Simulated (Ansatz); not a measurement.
Antifluorite Mg2Sn

The numbers are results of LC-ωPBE (Ansatz, a program for electronic structure, plane waves, PAW), not measurements.

Numerical settings: plane-wave cutoff 460 eV, 6×6×6 k mesh, Fermi–Dirac smearing 0.01 eV, scalar-relativistic PAW data made under PBE.

Cell (measured lattice):

```
Mg2Sn
1.0
    0.00000     3.38324     3.38324
    3.38324     0.00000     3.38324
    3.38324     3.38324     0.00000
Mg Sn
2 1
Direct
  0.25000   0.25000   0.25000
  0.75000   0.75000   0.75000
  0.00000   0.00000   0.00000
```

```json
{
  "band_gap": "3.77 eV (on the SCF k mesh)",
  "smallest_direct_gap_on_the_k_points_sampled": "6.00 eV"
}
```

Measured, for comparison: band gap 0.36 eV (temperature not stated, not corrected to a static lattice, indirect, Γ–X; as tabulated in Ryu et al. (2019), arXiv:1905.06140).

Note: cell and atoms aren't relaxed at this level (pressure -1.9 GPa).

Spin–orbit coupling is not included.

Static lattice: no zero-point or thermal effects.
